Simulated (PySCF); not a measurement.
**Working out the electron affinity of O**

O⁻ [He] 2s2 2p5 (2P) → O [He] 2s2 2p4 (3P). Computed with PySCF 2.14 in def2-QZVPPD, with no relativity, point nucleus. Frozen: nothing. Energies in hartree (1 hartree = 27.21139 eV):

```
            part  O⁻ (lower)   O (upper)
             UHF  -74.797525  -74.818700
CCSD correlation   -0.261652   -0.196164
             (T)   -0.009611   -0.003904
```

Task: What does Hartree-Fock give?

Result: (-74.818700) − (-74.797525) = -0.021175 hartree = -0.576 eV.

Task: What do CCSD and CCSD(T) give?

Result: The CCSD correlation energies differ by 0.065488 hartree = 1.782 eV and the triples by 0.005707 hartree = 0.155 eV, so CCSD gives 1.206 eV and CCSD(T) 1.361 eV.

A first-order spin-orbit estimate adds -0.001 eV to CCSD(T) (valence and next inner shell), giving 1.360 eV against 1.461 eV (measured; photodetachment measurements, as compiled on the Wikipedia data page of electron affinities).

What remains against the reference includes basis incompleteness and higher excitations.
